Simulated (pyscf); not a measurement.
One four-centre exchange on the doublet surface with elements of a group swapped. ωB97M-D3(BJ)/def2-TZVP, kcal/mol, from the separated reactants. PySCF, gas phase, ωB97X-D3(BJ)/def2-SVP geometries.

```csv
step,barrier,reaction energy,imaginary mode (i cm⁻¹)
HO–SiH•–Cl + HF → H₂O + F–SiH•–Cl,14.1,-7.9,794
HF + HO–SiH•–F → F–SiH•–F + H₂O,___,___,767
```

### Question
What belongs in the gaps?

### Answer

- HF + HO–SiH•–F → F–SiH•–F + H₂O, barrier: 10.5
- HF + HO–SiH•–F → F–SiH•–F + H₂O, reaction energy: -8.5

Row 1: On the reactant side the descent ends in a complex, 4.2 kcal/mol under the separated species and 19.7 kcal/mol under the saddle at ωB97X-D3(BJ)/def2-TZVP. Row 2: On the reactant side the descent ends in a complex, 5.9 kcal/mol under the separated species and 17.2 kcal/mol under the saddle at ωB97X-D3(BJ)/def2-TZVP. Each row is the saddle that its search found.
